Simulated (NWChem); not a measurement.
propene (C3H6); SMILES C(C)=C

Program: NWChem. Each level has its own optimisation; frequencies are unscaled. Brackets give each atom's bonded neighbours.

For level Hartree-Fock/3-21G:

r C–C [C(CCH)–C(CHH)] (Å): 1.316
r C–H [C(CCH)–H(C)] (Å): 1.076
r C–H [C(CHH)–H(C)] (Å): 1.074
highest harmonic frequency (cm⁻¹): 3387
zero-point energy (kcal/mol): 53.8
dipole (D): 0.31

Question: What are these values for level PBE-D3(BJ)/def2-SVP?

Answer: The r C–C [C(CCH)–C(CHH)] (Å) is 1.344 and the r C–H [C(CCH)–H(C)] (Å) is 1.106. The r C–H [C(CHH)–H(C)] (Å) comes out as 1.102, the highest harmonic frequency (cm⁻¹) is 3166 and the zero-point energy (kcal/mol) comes out as 48.4. The dipole (D) comes out as 0.44.
